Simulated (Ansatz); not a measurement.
# C2H4NO: the cost of one run

Program: Ansatz 0.2.0. Level of theory: UKS PBE/def2-SVP. These are calculated values, not measurements.

## Step 1: The structure to begin with

Bond lengths: C1–C2 1.357 Å, C2–N3 1.475 Å, C2–O4 1.260 Å, C1–H5 1.079 Å, C1–H6 1.082 Å, N3–H7 1.016 Å, N3–H8 1.015 Å. Angles: C1–C2–N3 115.2°, C1–C2–O4 129.2°, N3–C2–O4 115.6°, C2–C1–H5 121.0°, C2–C1–H6 121.9°, H5–C1–H6 117.0°, C2–N3–H7 108.2°, C2–N3–H8 111.0°, H7–N3–H8 109.4°.

As a file:

```xyz
8

C    -0.1446    1.1071   -0.4045
C    -0.2646   -0.2441   -0.3886
N     0.6273   -0.9432    0.5559
O    -1.0279   -0.9837   -1.0648
H    -0.7023    1.7062   -1.1071
H     0.5623    1.6253    0.2301
H     0.2212   -1.8516    0.7616
H     0.7287   -0.4159    1.4174
```

## Step 2: End point A

Input file input.yaml:

```yaml
crystal:
  periodic: [false, false, false]
  atoms:
    - { symbol: C, position_ang: [-0.1446, 1.10706, -0.40447] }
    - { symbol: C, position_ang: [-0.26464, -0.24414, -0.38856] }
    - { symbol: "N", position_ang: [0.62729, -0.9432, 0.55588] }
    - { symbol: O, position_ang: [-1.02789, -0.98372, -1.06484] }
    - { symbol: H, position_ang: [-0.70231, 1.7062, -1.10711] }
    - { symbol: H, position_ang: [0.56229, 1.62527, 0.23005] }
    - { symbol: H, position_ang: [0.22116, -1.85157, 0.7616] }
    - { symbol: H, position_ang: [0.72869, -0.41591, 1.41744] }
total_charge: -1
magnetization:
  spin_polarized: true
basis:
  gaussian: { orbitals: def2-SVP }
hamiltonian:
  xc: pbe
relax:
  f_tol: 0.02
  max_steps: 50
output:
  orbitals: {}
```

On the command line:

```bash
$ ansatz run input.yaml --threads 2 --pin off --max-ram 3072MiB --backend cpu --events-out ev --progress --plain --runs-dir out
```

Q: Estimate wall time and peak memory on 2 threads of AMD EPYC 7R13 (Zen 3), shared host.

About 7.4 s, with a peak of 0.19 GiB.
